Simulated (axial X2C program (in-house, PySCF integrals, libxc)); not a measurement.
# Linear NAlN at several levels

One table from this session's results is given with a row withheld; the runs are named, their logs left out.

Method: all-electron X2C, two-component (2c) or spin-free, N dyall-av3z, Al dyall-v3z; program: an in-house X2C program for linear molecules on PySCF integrals.

All values are calculated.

2 further runs of the same task are left out: 2 set aside as unsound or not needed.

The first run:

The input, task.json:

```json
{
 "zs": [
  7,
  13,
  7
 ],
 "q": 0,
 "bas": [
  "dyall-av3z",
  "dyall-v3z",
  "dyall-av3z"
 ],
 "r0": [
  1.73,
  1.73
 ],
 "symm": 1,
 "scan": [
  "PBE0",
  "HF",
  "PBE"
 ],
 "levels": [
  "PBE0",
  "HF",
  "BHandHLYP"
 ],
 "nst": 2
}
```

Keys: zs atomic numbers; q charge; bas basis sets; r0 starting distance in Å; symm equal bonds; scan levels of the two-bond scan; levels methods; nst determinants followed.

Started as:

```console
> python solin.py task.json out
```

Masses N 14.003, Al 26.982, N 14.003 u.

Among the steps run: Scan at PBE0, 2c; Scan at PBE, 2c; Scan at PBE0, spin-free.

One table of the session follows, with a row left open; its other results are not shown here.

| level | upper stretch (cm⁻¹) |
| --- | --- |
| PBE0, 2c | 711.0 |
| PBE, 2c | 785.0 |
| PBE0, spin-free | 711.2 |
| PBE, spin-free | ? |

Q: Estimate the row for PBE, spin-free from the others.

As computed: upper stretch (cm⁻¹): 785.1. In the column «upper stretch (cm⁻¹)» it is the highest.

Scans not shown above were run alike.

Limits of these values: The molecule was held linear; bending was not examined, so a bent shape may lie lower. Note: functional without a current term on a determinant with orbital currents, of the molecule or an atom.
